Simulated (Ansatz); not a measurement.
# NH₂S (doublet): wave-function methods side by side at a displaced geometry (v2), cc-pVDZ

An exercise on one series of results from a longer session: the logs are not shown, and one member is left open.

The runs use Ansatz 0.2.0, Gaussian basis; cc-pVDZ, core rule «outside noble gas», up to 6 orbitals frozen.

Plan: UHF; CCSD(T) on ROHF; CCSD(T) on UHF; BCCD(T) on ROHF; CISD; CCSDT(Q) on ROHF; CCSDT(Q) on UHF; CASSCF and MRCISD+Q, 13 electrons in 10 orbitals; CASSCF and NEVPT2, 13 electrons in 10 orbitals.

17 further runs of the same task are left out: 6 that didn't finish, 11 set aside as unsound or not needed.

## What is computed

The geometry is a PBE0/def2-TZVP stationary point (not a proven minimum) with its atoms shifted at random (size 0.100 Å).

4 atoms, charge 0, spin multiplicity 2.

Atoms are counted from 1 here; the program's logs count them from 0.

Bond lengths: N1–S2 1.623 Å, N1–H3 1.007 Å, S2–H4 1.438 Å. Angles: S2–N1–H3 104.6°, N1–S2–H4 95.0°.

Set-up of the first run:

in.yaml reads:

```yaml
crystal:
  periodic: [false, false, false]
  atoms:
    - {symbol: N, position_ang: [0.111896, -0.191234, 1.091446]}
    - {symbol: S, position_ang: [-0.052978, 0.101117, -0.496669]}
    - {symbol: H, position_ang: [0.023643, 0.712930, 1.526385]}
    - {symbol: H, position_ang: [0.106751, -1.272232, -0.893291]}
basis:
  gaussian: {orbitals: cc-pVDZ}
magnetization: {spin_polarized: true, initial_magnetization: 1}
hamiltonian: {xc: hf}
output: {orbitals: {seedname: orbitals}}
```

Started as:

```sh
ansatz run in.yaml --threads 1 --pin off --events-out ev --progress --plain --max-ram 2393MiB
```

Among the steps run: UHF; CCSD(T) on ROHF; CCSD(T) on UHF; BCCD(T) on ROHF; CISD; CCSDT(Q) on ROHF; CCSDT(Q) on UHF; CASSCF and MRCISD+Q, 13 electrons in 10 orbitals; CASSCF and NEVPT2, 13 electrons in 10 orbitals.

One of the session's tables, all rows but one given; the rest of the session is left out.

| method | from UCCSDT(Q) (kJ/mol) |
| --- | --- |
| ROHF | +859.8 |
| UHF | +843.3 |
| RMP2 | +111.2 |
| UMP2 | +113.4 |
| CISD | +102.3 |
| RCCSD | +28.5 |
| UCCSD | +28.0 |
| RCCSD(T) | +4.5 |
| UCCSD(T) | +4.5 |
| BCCD(T) | +4.1 |
| RCCSDT | +2.2 |
| UCCSDT | +2.1 |
| RCCSDT(Q) | ? |
| UCCSDT(Q) | 0 |
| CASSCF valence | +643.1 |
| NEVPT2 valence | +124.0 |
| MRCISD valence | +53.6 |
| MRCISD+Q valence | +5.3 |

Estimate the missing values for RCCSDT(Q).

**Answer.** from UCCSDT(Q) (kJ/mol): +0.1. In the column «from UCCSDT(Q) (kJ/mol)» it lies between UCCSDT(Q) (0) and UCCSDT (+2.1).

To keep in mind: Restricted and unrestricted rows rest on different reference determinants; where their highest levels disagree by more than a few hundredths of an eV, they describe different states and don't form one ladder.
